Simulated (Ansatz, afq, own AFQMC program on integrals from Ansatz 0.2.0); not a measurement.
**Where AFQMC and coupled cluster stand for SiHS2, doublet**

```xyz
4

Si    0.0000   -0.6711    0.0000
S     0.0000    0.3252   -1.4746
S     0.0000    0.3252    1.4746
H     0.0000   -1.9947    0.0000
```

Connectivity, by distances: S–SiH–S.

Basis cc-pVDZ. Only valence electrons are correlated. AFQMC by an in-house program on the Cholesky factors that Ansatz 0.2.0 writes for its CCSD(T) run. ph-AFQMC/CISD is guided by a CISD state made of CCSD amplitudes; releasing the constraint for a short imaginary time cuts its bias at the price of noise, slowly where states lie close. Error bars are statistical, one sigma.

Determinant: UHF, the one that the program's search chose, which needn't be the lowest solution. The geometry is a point of a scan.

No full CI on the walks' own integrals is used here; CCSDT(Q) serves as the reference and is uncertain by about the last step of the cluster series.

Cautions: released walk and highest rung disagree (by 15 meV at 1.50 1/Eh).

* T1 diagnostic: 0.0172
* weight of the determinant in the CISD state: 0.830
* ⟨S²⟩ of the determinant: 0.779
* size of the correlated space: 17 electrons in 44 orbitals

```
  level  correlation energy (eV)
    MP2                  -8.8756
   CCSD                  -9.7979
CCSD(T)                 -10.1557
```

**Question.** Estimate where AFQMC with the constraint released lies against CCSD(T) on the same integrals.

**Answer.** 1.31 ± 0.12 kcal/mol below CCSD(T).

Reference: CCSDT(Q), correlation energy -10.227 eV. The released energy is read at 1.50 1/Eh (meV from the phaseless value at times in 1/Eh: -7 ± 7 at 0.24, -16 ± 5 at 0.51, -34 ± 12 at 0.99, -23 ± 5 at 1.50).

| level | E − E(reference) (kcal/mol) | share of correlation (%) |
| --- | --- | --- |
| CCSD(T) | 1.65 | 99.30 |
| CCSDT | 0.80 | 99.66 |
| ph-AFQMC/CISD | 0.87 ± 0.17 | 99.63 |
| released AFQMC | 0.34 ± 0.12 | 99.86 |

A walk keeps the symmetry of its determinant, which the program's search chose and which needn't be the lowest solution, so a lower state of the same spin and another symmetry isn't excluded. Released energies are given only where the last usable release times agree within the noise; a slower fall can still hide under it.
